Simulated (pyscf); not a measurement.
A first-order saddle from PySCF, ωB97X-D3(BJ)/def2-SVP:

```xyz
8

C     -0.0798     0.4678    -0.4624
Se    -0.2909    -1.4540    -0.2322
H     -0.2397     0.9791     0.5038
H     -0.8143     0.8406    -1.1882
H      0.9333     0.6928    -0.8207
H     -0.1243    -1.1307     1.5865
H     -1.1177    -1.0466     1.3773
H     -0.7692    -0.7439     2.3238
```

Surface: singlet, charge 0. Lowest wavenumbers (cm⁻¹): 2834i, 224, 231, 632, 832.

Q: Name the species on either side of this saddle.

A: `[CH3][SeH]` + `[H][H]` ⇌ `[CH3][SeH]` + `[H][H]`, a four-centre exchange read from left to right: H–Se, H–H broken and H–Se, H–H formed. At ωB97M-D3(BJ)/def2-TZVP it lies +70.5 kcal/mol from the left side and +70.5 kcal/mol from the right (each side as separated species at their lowest minima found). This is the saddle that the search found; another between the same sides may lie lower. Elements up to Kr have no core potential and no relativistic terms here.
